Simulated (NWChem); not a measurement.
Species: LiF; SMILES [F][Li]

```xyz
2

Li     0.0000     0.0000    -1.1599
F      0.0000     0.0000     0.3996
```
Atoms are numbered in this order, from 1.

Geometry: optimised at PBE0-D3(BJ)/def2-TZVP.

 Unshifted, non-relativistic core excitations; the lowest 4 roots alone, so stronger bands may lie above.

Task: List the first F K-edge excitations from B3LYP/cc-pVTZ, restricted-window TDA (NWChem).

Result: 
```json
[
 {"state": "S1", "energy (eV)": "664.9", "dipole oscillator strength": "0.0003", "leading excitation (squared amplitude)": "1s of atom 2 or its equivalents → LUMO (0.99)"},
 {"state": "S2", "energy (eV)": "666.5", "dipole oscillator strength": "0.0040", "leading excitation (squared amplitude)": "1s of atom 2 or its equivalents → LUMO+1 (0.96)"},
 {"state": "S3", "energy (eV)": "666.5", "dipole oscillator strength": "0.0040", "leading excitation (squared amplitude)": "1s of atom 2 or its equivalents → LUMO+2 (0.96)"},
 {"state": "S4", "energy (eV)": "667.2", "dipole oscillator strength": "0.0000", "leading excitation (squared amplitude)": "1s of atom 2 or its equivalents → LUMO+3 (0.97)"}
]
```
